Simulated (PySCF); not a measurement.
Propargyl alcohol, C₃H₄O.
SMILES with atom numbers: `[CH:1]#[C:2][CH2:3][OH:4]` (hydrogens: H5 on C1; H6, H7 on C3; H8 on O4)

Computed geometry: GFN2-xTB, gas phase.

(1) Give the optimised bond lengths and angles.

Answers

(1) 
```tsv
bond	length (pm)
C1≡C2	119.6
C2–C3	145.3
C3–O4	141.6
C1–H5	104.9
C3–H6, C3–H7	110.3
O4–H8	96.2
```

Bonds in one row agree within 1 pm and their mean is given. A selection of angles:
```tsv
angle	degrees
C2–C1–H5	179.2
C1–C2–C3	178.9
C2–C3–O4	109.7
C2–C3–H6	108.6
C2–C3–H7	108.5
O4–C3–H6	110.8
H6–C3–H7	108.5
C3–O4–H8	108.8
```

Dihedral angles: H8–O4–C3–C2 180° (antiperiplanar).

The C–C distances run from 1.196 Å (C1≡C2, drawn triple) to 1.453 Å (C2–C3, drawn single), a spread of 0.257 Å. The 4 heavy atoms lie in one plane (0.001 Å rms). O4 (alcohol oxygen) is bent (angle 108.8°).

Point group: Cs (tolerance 0.08 Å). No GFN2-xTB frequencies stand behind this structure, so it isn't proved a minimum. The numbers are those of one conformer (C2–C3–O4–H 180°).
